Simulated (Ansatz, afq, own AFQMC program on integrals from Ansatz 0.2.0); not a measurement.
Integrals from Ansatz 0.2.0, then the random walk in our own AFQMC program (afq).

```yaml
crystal:
  periodic: [false, false, false]
  atoms:
    - {symbol: Al, position_ang: [0.000000, 0.000000, 0.708214]}
    - {symbol: C, position_ang: [0.000000, 0.000000, -1.597786]}
    - {symbol: H, position_ang: [0.000000, 1.432477, 1.381328]}
    - {symbol: H, position_ang: [0.000000, -1.432476, 1.381328]}
    - {symbol: H, position_ang: [0.000000, 0.000000, -2.681475]}
basis:
  gaussian: {orbitals: cc-pVDZ}
magnetization: {spin_polarized: false}
correlation: {method: ccsd_t, electrons: outside_noble_gas, hamiltonian_folder: ham}
```

```sh
$ ansatz run in.yaml --threads 1 --pin off --events-out ev --progress --plain --max-ram 1382MiB
```

Options of the walk:

```
--method phaseless --trial hf --walkers 120 --populations 1 --least-time 40 --time-step 0.005 --steps-per-block 20 --equilibration-blocks 112 --max-blocks 600 --target-error 0.00114 --factor-cut 1e-05 --seed 582 --taylor-order 6
```

Times are imaginary, in 1/Eh. The walk had a cap of 656 s.

```
orbitals 41  electrons 5 5  factors 305 of 443
reference energy -281.33350083 Eh
CCSD correlation -0.21337707 Eh in 16 cycles, weight of the determinant in the CISD state 0.8487
energy of the start -281.333501 Eh
 block  time / (1/Eh)  mean weight  energy / Eh
     1     0.100  1.0004  -281.373467
     2     0.200  0.9998  -281.406351
     3     0.300  1.0015  -281.424320
     4     0.400  1.0002  -281.439371
     5     0.500  1.0010  -281.458631
     7     0.700  1.0001  -281.489580
     9     0.900  1.0033  -281.509215
    18     1.800  1.0008  -281.516169
    52     5.200  0.9995  -281.571014
    86     8.600  0.9998  -281.568315
   103    10.300  0.9999  -281.604705
   120    12.000  1.0018  -281.558945
   154    15.400  1.0025  -281.585638
   188    18.800  1.0011  -281.572170
   222    22.200  1.0009  -281.583809
   256    25.600  0.9997  -281.584153
   290    29.000  0.9975  -281.549391
   324    32.400  0.9995  -281.575304
   358    35.800  1.0005  -281.536014
   392    39.200  1.0001  -281.585100
   426    42.600  0.9983  -281.571787
   460    46.000  0.9996  -281.576156
   494    49.400  0.9989  -281.555901
   511    51.100  0.9999  -281.528637
   528    52.800  0.9989  -281.567979
   562    56.200  1.0010  -281.580724
   596    59.600  0.9990  -281.557281
   630    63.000  1.0004  -281.582812
   664    66.400  1.0003  -281.577524
   698    69.800  1.0013  -281.562011
blocks merged  error / Eh  count
     1  0.000923  600
     2  0.001227  300
     4  0.001648  150
     8  0.001898  75
    16  0.002270  37
    32  0.002179  18
    64  0.002141  9
energy -281.566184 +/- 0.002270 Eh
(rows thinned)
```

(1) Estimate how long the walk took on 1 thread of Arm Neoverse V2, on a shared host.

The run passed its tests (sampling time, drift between the halves within three errors, error under three times the target), which doesn't prove that it has relaxed.

Against this walk (error 61.8 meV) on the same determinant: CCSD(T) 327.5 meV higher, CCSDT(Q) 224.1 meV higher. The error is statistical and leaves out the bias of the constraint. None of these is a sure reference here.

Cautions: constraint bias not in the error; error above the target (61.8 against 31.0 meV); higher spins were not checked; restricted determinant unstable towards unrestricted (UHF 1.18 eV lower, ⟨S²⟩ 1.00); strong correlation (T1 0.028, weight of the determinant 0.85, largest double 0.16); CCSDT(Q) on the UHF determinant differs (1.14 eV lower), perhaps since the unrestricted series falls towards higher spin; the bias of populations of 120 walkers isn't removed.

Results:

(1) 2.9 min of wall time.

CCSDT and higher add their correlation energy to the determinant of the CCSD(T) run, since their own runs factorise the integrals more tightly (a shift of under 2 meV). A walk keeps the symmetry of its determinant, which the program's search chose and which needn't be the lowest solution, so a lower state of the same spin and another symmetry isn't excluded.
